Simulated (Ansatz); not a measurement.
# LiNH radical (SMILES [Li][NH]): single points off equilibrium

The task here is to estimate one member of a computed series from the others.

Method: single points in def2-TZVPP; program: Ansatz 0.2.0, Gaussian basis.

Cores are frozen in the correlated methods. The outer core shell of Li, Na, Mg and K is correlated. Orbitals are unrestricted. B3LYP uses VWN-RPA correlation.

## The system as given

SMILES `[Li][NH]`, 3 atoms, charge 0, spin multiplicity 2.

Atoms are counted from 1 here; the program's logs count them from 0.

Bond lengths: Li1–N2 1.804 Å, N2–H3 0.800 Å. Angles: Li1–N2–H3 143.5°.

As a file:

```tsv
atom	x (Å)	y (Å)	z (Å)
Li1	-1.14750	0.76600	-0.54250
N2	0.31860	-0.07120	0.09260
H3	0.61460	-0.78700	0.29310
```

Set-up of the first run:

run/in.yaml

```yaml
crystal:
  periodic: [false, false, false]
  atoms:
    - {symbol: Li, position_ang: [-1.147500, 0.766000, -0.542500]}
    - {symbol: N, position_ang: [0.318600, -0.071200, 0.092600]}
    - {symbol: H, position_ang: [0.614600, -0.787000, 0.293100]}
basis:
  gaussian: {orbitals: def2-TZVPP}
magnetization: {spin_polarized: true, initial_magnetization: 1}
correlation: {method: ccsd_t}
scf: {omitted_lower_state_checks: [cluster_reference]}
output: {forces: true}
```

No record of the launch command was kept for these runs.

Steps of the session up to this table: CCSD(T)/def2-TZVPP; PBE0-D4/def2-TZVPP; wB97M-V/def2-TZVPP; r2SCAN-D4/def2-TZVPP; PBE-D4/def2-TZVPP; B3LYP-D4/def2-TZVPP; r2SCANh-D4/def2-TZVPP.

One of the session's tables, all rows but one given; the rest of the session is left out.

| method | RMS force component (eV/Å) | angle to CCSD(T) forces (°) | dipole (D) |
| --- | --- | --- | --- |
| CCSD(T) | 9.444 | reference | 5.44 |
| PBE0-D4 | 9.479 | 0.3 | 5.32 |
| wB97M-V | 9.382 | 0.2 | 5.35 |
| r2SCAN-D4 | 9.402 | 0.1 | 5.29 |
| PBE-D4 | 9.595 | 0.1 | 5.02 |
| B3LYP-D4 | 9.389 | 0.3 | 5.24 |
| r2SCANh-D4 | ? | ? | ? |

**Question.** Estimate the row for r2SCANh-D4.

**Answer.** RMS force component (eV/Å): 9.377; angle to CCSD(T) forces (°): 0.1; dipole (D): 5.36. In the column «RMS force component (eV/Å)» it is the lowest.
